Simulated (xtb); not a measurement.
# quartet CH5Si: GFN1-xTB (ALPB benzene, surface grid tight)

Wanted: a single-point energy of quartet CH5Si. 

The results are computed with xtb 6.7.1.

7 further runs of the same task are left out: 2 for a known fault of the program, 5 set aside as unsound or not needed.

## 1. The structure to begin with

CH5Si has 7 atoms, charge 0, and is taken as a quartet. As SMILES of the parent species, `C[SiH2]`. Geometry: relaxed at PBE0-D4/def2-TZVP. That shape belongs to the parent species and isn't relaxed for this state.

Bond lengths: C1–Si2 1.875 Å, C1–H3 1.094 Å, C1–H4 1.092 Å, C1–H5 1.092 Å, Si2–H6 1.491 Å, Si2–H7 1.490 Å. Angles: C1–Si2–H6 111.8°, C1–Si2–H7 111.8°, Si2–C1–H3 110.5°, Si2–C1–H4 110.8°, Si2–C1–H5 110.8°, H6–Si2–H7 109.5°, H3–C1–H4 108.1°, H3–C1–H5 108.2°, H4–C1–H5 108.3°.

## 2. A single-point energy at GFN1-xTB (ALPB benzene, surface grid tight)

.CHRG

```
0
```

.UHF

```
3
```

xcontrol

```
$gbsa
   gbsagrid=tight
$end
```

geo.gen

```
7 C
 C Si H
   1  1     -0.12260000     -0.80320000      0.09520000
   2  2      0.17620000      1.03480000      0.31400000
   3  3     -0.20480000     -1.05490000     -0.96660000
   4  3      0.69920000     -1.38330000      0.51950000
   5  3     -1.04710000     -1.10770000      0.58950000
   6  3     -0.95150000      1.84640000     -0.22570000
   7  3      1.45060000      1.46800000     -0.32600000
```

Command:

```sh
$ xtb geo.gen --gfn 1 --acc 0.3 --iterations 30 --input xcontrol -v --alpb benzene --parallel 1 | tee out.txt
```

What values should one expect? Wanted: total energy; dipole moment; HOMO energy; LUMO energy; dispersion energy; solvent term in the energy.

Computed results:

At GFN1-xTB (ALPB benzene, surface grid tight):

| quantity | value |
| --- | --- |
| total energy | -6.30310 Eh |
| dipole moment | 3.12 D |
| HOMO energy (partly filled) | -4.99 eV |
| LUMO energy | -4.22 eV |
| dispersion energy | -3.94 kJ/mol |
| solvent term in the energy | -0.8 kJ/mol |
